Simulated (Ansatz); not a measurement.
Ansatz (a quantum-chemistry and plane-wave program) input:

Ansatz 0.2 input:
```yaml
crystal:
  periodic: [false, false, false]
  atoms:
    - {symbol: Na, position_ang: [-0.00000000, -0.00000000, -1.52231061]}
    - {symbol: Cl, position_ang: [0.00000000, 0.00000000, 0.98502451]}
basis:
  gaussian:
    orbitals: STO-3G
total_charge: -1
magnetization: {spin_polarized: true, initial_magnetization: 1}
correlation: {method: ccsd_t, electrons: outside_noble_gas}
```

**Question.** Predict the final energy.

**Answer.** -614.15943 Eh (CCSD(T)/STO-3G). The basis has 18 functions.
